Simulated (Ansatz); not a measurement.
Coupled-cluster diagnostics for the cluster Al₃⁺ (the lowest singlet isomer of a short search), Ansatz.

Geometry of the singlet (PBE0-D4/def2-TZVP):

```xyz
3

Al    1.1207   -0.2793   -0.9059
Al   -1.3799   -0.2134   -0.4523
Al    0.2592    0.4927    1.3582
```

Correlated methods freeze 15 core orbitals. The structure comes from a short search, and lower isomers may exist.

Geometry of the charge 1 triplet (PBE0-D4/def2-TZVP):

```xyz
3

Al   -1.461   -0.480   -0.096
Al    0.728    0.507   -1.259
Al    0.733   -0.027    1.355
```

Geometry of the charge 1 quintet (PBE0-D4/def2-TZVP):

```xyz
3

Al   -0.893   -0.266   -0.092
Al    1.014   -1.332   -1.248
Al   -0.122    1.598    1.340
```

(1) Estimate the CCSD(T) correlation energy, the shares of MP2 and (T), T1 and the reference's ⟨S²⟩ for: charge 1, singlet, own geometry in def2-TZVPP; charge 1, triplet, own geometry in def2-TZVPP; charge 1, quintet, own geometry in def2-TZVPP; and the rough time on 2 threads of Arm Neoverse V2 on a shared host.

Answers

(1) 
```json
{"state": "charge 1, singlet, own geometry", "basis": "def2-TZVPP", "correlation (eV)": "-6.118", "MP2 share (%)": "83.5", "(T) share (%)": "8.6", "T1": "0.022", "⟨S²⟩ (pure)": "0.00 (0.00)", "wall time": "4.1 s", "remarks": "large T1, restricted SCF unstable"}
{"state": "charge 1, triplet, own geometry", "basis": "def2-TZVPP", "correlation (eV)": "-5.185", "MP2 share (%)": "72.5", "(T) share (%)": "7.8", "T1": "0.073", "⟨S²⟩ (pure)": "2.43 (2.00)", "wall time": "4.7 s", "remarks": "large T1, spin-contaminated"}
{"state": "charge 1, quintet, own geometry", "basis": "def2-TZVPP", "correlation (eV)": "-4.202", "MP2 share (%)": "73.2", "(T) share (%)": "6.4", "T1": "0.048", "⟨S²⟩ (pure)": "6.05 (6.00)", "wall time": "4.4 s", "remarks": "large T1"}
```
Customary marks for T1 are 0.02 (closed shells), 0.045 (open shells) and about 0.05 (3d metals). T1 exceeds 0.02 in 3 of 3 rows and 0.045 in 2; the higher it lies, the less the single-reference result can be trusted.
